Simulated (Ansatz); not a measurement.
Input file:

```yaml
crystal:
  periodic: [false, false, false]
  atoms:
    - {symbol: Ta, position_ang: [0.023968, -0.150867, 0.000000]}
    - {symbol: O, position_ang: [-0.085607, 0.881796, -1.373688]}
    - {symbol: O, position_ang: [-0.085607, 0.881798, 1.373686]}
    - {symbol: H, position_ang: [-1.585018, -0.910093, 0.000001]}
basis:
  gaussian: {orbitals: def2-TZVPP}
hamiltonian: {xc: {name: PBE0}}
output: {orbitals: {seedname: orbitals}}
```

```sh
$ ansatz run in.yaml --threads 2 --pin off --events-out ev --progress --plain --max-ram 24576MiB --backend cuda --devices 0, --max-vram 18GiB
```

Output:

```
769 factors; their error is unknown
mean field evaluation 1: about -5643.2676 eV, gradient 9.8e1 eV
mean field evaluation 2: about -5332.0512 eV, gradient 3.5e2 eV
mean field evaluation 4: about -5660.2180 eV, gradient 9.6e0 eV
mean field evaluation 8: about -5660.4120 eV, gradient 1.2e-1 eV
mean field evaluation 16: about -5660.4239 eV, gradient 2.0e-4 eV
mean field -5660.42387049 eV, -208.0167404675 hartree, gradient 4.6e-5 eV, S^2 0.000000; 0 other end points of the search recorded, 0 dependent functions left out
reference -5660.42389780 eV, -208.0167414712 hartree; 15, 15 occupied and 117, 117 virtual orbitals, 769 factors
Total energy: -5660.42389780 eV, -208.0167414712 hartree
```

Ran on 2 threads of AMD EPYC 7R13 with a shared H100 80 GB, shared host: 4.7 s wall, 0.8 GiB peak host memory.
